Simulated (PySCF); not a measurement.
Homolysis of single bonds, series Sn SH-H. Gas-phase values, no solvent. One relaxed conformer stands for each flexible species; it need not be the lowest. Strings in code marks are SMILES.

The dipole moment from two functionals at the same geometries (B3LYP-D3(BJ)/def2-TZVP), both in PySCF: PBE-D3(BJ)/def2-TZVP and B3LYP-D3(BJ)/def2-TZVP. B3LYP has the VWN-RPA correlation part, as in Gaussian. 

```csv
species,B3LYP-D3(BJ)/def2-TZVP (D)
radical fragment (`[SH]`),0.86
radical fragment (`[SnH3]`),0.41
whole molecule (`[SnH4]`),0.00
```

Task: What does PBE-D3(BJ)/def2-TZVP give for each?

Result: 
- radical fragment (`[SH]`): 0.87
- radical fragment (`[SnH3]`): 0.32
- whole molecule (`[SnH4]`): 0.00
Over these rows, drawn at random from the members with no instability flagged (it was tested for open shells, ions and some series alone), PBE minus B3LYP-D3(BJ): mean -0.03 D, from -0.08 D to +0.01 D.
